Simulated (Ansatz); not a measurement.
System: GeS (Pnma, No. 62). Method: G0W0@PBEsol in Ansatz (hard PAW, contour deformation).

The cell has the measured lattice parameters. Conventional cell: a = 10.4700 Å, b = 3.6410 Å, c = 4.2970 Å, α = 90.00°, β = 90.00°, γ = 90.00°.

The quasiparticle gap at Γ at a fixed k mesh 1×2×2:

```csv
response cutoff,value (eV)
"105 eV, 735 empty bands",1.375
"140 eV, 1132 empty bands",1.417
"175 eV, 1582 empty bands",1.445
"210 eV, 2080 empty bands",1.460
```

Task: Taking the value to converge with the response cutoff E as E^(−3/2), extrapolate from the last two rows.

Result: With y = y∞ + c/w and weights w = 2315 and 3043 for the last two rows, y∞ = (w2 y2 − w1 y1)/(w2 − w1) = (3043 × 1.460 − 2315 × 1.445)/728 = 1.508 eV, which lies 0.048 beyond the last row. Successive pairs of rows give 1.495, 1.516, 1.508. The limit also hangs on the law assumed, so its last digits aren't firm.

The other settings are not extrapolated, so this is the limit in one setting alone.

Spin–orbit coupling is not included.

Note: filled d or f shells below the valence bands can shift G0W0 gaps through exchange with them, which wasn't tested here.

Ansatz is a quantum-chemistry and plane-wave program.
